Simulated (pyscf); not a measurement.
## Addition across a multiple bond or ene-type step: `[CH3][Ga]([CH3])[OH]` + `[CH2]=[CH2]` → `[CH3][CH2][CH2][Ga]([CH3])[OH]`

Gas phase, singlet surface, charge 0. Bonds broken: C1–H5. Bonds formed: C1–C12, H5–C13. PySCF, gas phase, ωB97X-D3(BJ)/def2-SVP geometries.

Transition state (Å):

```xyz
17

C     -0.2811     0.5615     0.5527
Ga    -2.1140     0.4744    -0.1010
C     -2.9761    -0.9008    -1.1956
O     -3.2527     1.7859     0.3750
H      0.8750     0.1936     1.7910
H      0.4273    -0.1781     0.1982
H      0.0744     1.4746     1.0165
H     -3.9588    -1.1594    -0.7712
H     -3.1509    -0.5065    -2.2103
H     -2.3736    -1.8174    -1.2841
H     -2.8706     2.4878     0.9112
C      2.2221     1.1010     0.5096
C      2.0899     0.4592     1.7691
H      2.5312     0.5516    -0.3837
H      2.1896     2.1896     0.4145
H      2.5635    -0.5276     1.8654
H      2.2241     1.0936     2.6561
```

One imaginary mode, 1070i cm⁻¹; descent along it reached the two sides named.

| bond | change | reactant side (Å) | saddle | product side |
|---|---|---|---|---|
| C1–H5 | breaks | 1.103 | 1.734 | 2.8 |
| C1–C12 | forms | 4.1 | 2.561 | 1.539 |
| H5–C13 | forms | 3.1 | 1.244 | 1.103 |

Electronic energies relative to the separated reactants (kJ/mol):

| level | barrier | reaction energy | reverse barrier |
|---|---|---|---|
| ωB97X-D3(BJ)/def2-TZVP | 353.5 | -109.4 | 462.9 |
| PBE/def2-TZVP | 286.2 | -90.7 | 376.9 |
| r²SCAN/def2-TZVP | 302.0 | -98.7 | 400.7 |
| B3LYP-D3(BJ)/def2-TZVP | 317.6 | -89.0 | 406.6 |
| PBE0-D3(BJ)/def2-TZVP | 313.3 | -112.3 | 425.6 |
| M06-2X/def2-TZVP | 343.8 | -98.7 | 442.6 |
| ωB97M-D3(BJ)/def2-TZVP | 344.7 | -95.7 | 440.4 |
| HF/def2-TZVP | 452.2 | -63.4 | 515.6 |

With ωB97M-D3(BJ)/def2-TZVP energies and thermal terms (ideal gas, 1 atm, RRHO with modes under 100 cm⁻¹ raised to 100, one conformer, R ln 2 for chiral ones without a mode under 150 cm⁻¹), in kJ/mol:

```tsv
T (K)	ΔH‡	ΔG‡	ΔH	ΔG
298	339.8	388.2	-81.7	-31.4
600	342.0	436.6	-81.3	+19.7
900	345.4	483.2	-78.5	+69.6
1200	348.9	528.5	-74.5	+118.4
```

From the product side, •H₂C–CH₃ + •H₂C–Ga(CH₃)–OH lies, by one bond made or cut, 68.2 kJ/mol under this saddle at ωB97M-D3(BJ)/def2-TZVP. This is the saddle that the search found; another between the same sides may lie lower. A restricted solution here is unstable towards spin polarisation, so biradical character is likely and single-reference numbers are less safe. Elements up to Kr have no core potential and no relativistic terms here.
